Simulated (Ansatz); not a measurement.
Geometry optimisation, RKS PBE0-D4/def2-SVP (Ansatz 0.2.0).

input.yaml

```yaml
crystal:
  periodic: [false, false, false]
  atoms:
    - { symbol: Si, position_ang: [0.0, 0.0, 0.0] }
    - { symbol: H, position_ang: [0.0, 0.0, 1.46] }
    - { symbol: F, position_ang: [1.4994, 0.0, -0.5295] }
    - { symbol: H, position_ang: [-0.6877, 1.1914, -0.4862] }
    - { symbol: H, position_ang: [-0.6877, -1.1914, -0.4862] }
basis:
  gaussian: { orbitals: def2-SVP }
hamiltonian:
  xc: pbe0
  dispersion: d4
relax:
  f_tol: 0.02
  max_steps: 40
```

Launched with:

```bash
$ ansatz run input.yaml --threads 1 --pin off --max-ram 2048MiB --backend cpu --events-out ev --progress --plain --runs-dir out
```

Task: Where does it end, and by what steps?

Result: It converged. After 3 steps the energy has fallen by 0.050 eV; H4 moved furthest, 0.04 Å.

| step | energy less start (eV) | largest force component (eV/Å) | accepted |
| --- | --- | --- | --- |
| 0 | 0.0000 | 1.206 | yes |
| 1 | -0.0415 | 0.673 | yes |
| 2 | -0.0503 | 0.085 | yes |
| 3 | -0.0504 | 0.001 | yes |

```xyz
5
Properties=species:S:1:pos:R:3
Si -0.014 0.000 0.005
H 0.010 0.000 1.494
F 1.518 0.000 -0.536
H -0.695 1.223 -0.503
H -0.695 -1.223 -0.503
```

Whether the end is a true minimum wasn't checked by a vibrational analysis.

The run took 4.3 s on 1 thread of Arm Neoverse V1, on a shared host, peak memory 0.099 GiB.
